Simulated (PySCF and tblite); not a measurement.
The numbers below are computed, except where a source is named.
C5H10, numbered as in [CH2:1]=[CH:2][CH2:3][CH2:4][CH3:5].

Conformers came from 90 starts (ETKDG and KDG, MMFF94s, GFN2-xTB); geometries are PBE0-D3(BJ)/def2-SVP. Weights use PBE0-D3(BJ)/def2-TZVP energies plus GFN2-xTB zero-point and thermal terms (modes under about 100 cm⁻¹ blended into free rotors). Symmetry numbers and mirror images are counted. Conformers within 4 kcal/mol (GFN2-xTB free energy) were kept, 7 at most. Couplings: B3LYP/pcSseg-1 with pcJ-1 on H (gas phase; spin-dipole term only for pairs with B, N, F, Si or P). Couplings are for ¹H; a prime marks the second kind of pair between the same two sets of atoms. Of two unlike H on one atom, a is the less shielded (PBE0/pcSseg-1). (PySCF 2.14, tblite 0.8.)

Torsions listed: C1–C2–C3–C4, C2–C3–C4–C5. Of a mirror pair one member is shown.

```tsv
conformer	shape	weight %
1	120°, 178°	38.6
2	-120°, 64°	33.2
3	115°, 63°	12.0
4	0°, 180°	11.9
5	-10°, -72°	4.3
```

**Question.** Give the couplings in each conformer and the averages at 298.15 K (pairs that fast motion interchanges averaged).

**Answer.** 
```csv
coupling,pairs,1,2,3,4,average (Hz)
"²J(H1a,H1b)",1,2.2,2.3,2.4,1.6,2.2
"³J(H1a,H2)",1,17.5,17.5,17.5,18.4,17.6
"⁴J(H1a,H3)",2,-1.8,-1.8,-1.6,-3.4,-2.0
"³J(H1b,H2)",1,11.1,11.2,11.2,12.1,11.3
"⁴J(H1b,H3)",2,-1.6,-1.7,-1.4,-3.4,-1.9
"³J(H2,H3)",2,8.2,8.2,8.7,4.5,7.8
"²J(H3,H3)",1,-14.6,-15.0,-14.7,-22.3,-15.7
"³J(H3,H4)",2,4.4,9.9,9.6,4.0,6.9
"³J(H3,H4′)",2,14.6,3.1,3.6,14.1,9.2
"²J(H4,H4)",1,-14.9,-15.4,-14.9,-14.7,-15.1
"³J(H4,H5)",6,8.1,8.2,8.3,8.2,8.2
"²J(H5,H5)",3,-14.2,-14.2,-14.3,-14.2,-14.2
```
